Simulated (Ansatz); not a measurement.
# Ladder of methods for the band gap of PdS2 (Pbca, No. 61)

Reference value: 0.7 eV (measured, temperature not stated, no zero-point or thermal correction, indirect, bulk, cited; as tabulated in Two-dimensional noble-metal chalcogenides and phosphochalcogenides, Angew. …).

```
level (code)           value (eV)  cell (Å³/atom)  difference (eV)
---------------------  ----------  --------------  ---------------
LDA (Ansatz)                 0.00           17.68            -0.70
PBEsol (Ansatz)              0.03           18.88            -0.67
r²SCAN (Ansatz)              0.40           20.06            -0.30
r²SCAN-D4 (Ansatz)           0.21           19.35            -0.49
r²SCAN+rVV10 (Ansatz)        0.09           19.05            -0.61
HSE06 (Ansatz)               1.30           20.06            +0.60
PBE0 (Ansatz)                2.00           20.06            +1.30
```

Once the reference is moved by up to 0.15 eV (a margin picked here for doubts on the reference and the settings, and for temperature and zero-point motion) and values within 0.03 eV count as equal, the nearest can be r²SCAN (-0.30 eV) or HSE06 (+0.60 eV). Farthest off among them: PBE0 (+1.30 eV). No gap at all, against the measurement: LDA.

Density-functional gaps are differences of (generalised) Kohn–Sham levels of a static lattice; semilocal ones lie below quasiparticle gaps as a rule. Measured gaps hold zero-point and thermal shifts unless a correction is named. Levels without +SOC have no spin–orbit coupling; where heavier elements are present it shifts gaps, mostly down, and can invert bands. A gap of zero means that the bands touch or overlap; how far they overlap is not shown.  LDA, PBEsol, r²SCAN, r²SCAN-D4, r²SCAN+rVV10, HSE06, PBE0: the gap is read on the k mesh or supercell of the run alone and can be too large. r²SCAN-D4: a distance lies near a switch of the dispersion term, which can move the cell. Values are at the level's own equilibrium cell; HSE06 at the r²SCAN cell; PBE0 at the r²SCAN cell. K meshes differ between the levels. Ansatz's density-functional and Hartree–Fock values are scalar-relativistic unless marked +SOC, with PAW data made under PBE.

Differences are worked out from the printed values.

Ansatz is a program for electronic structure.
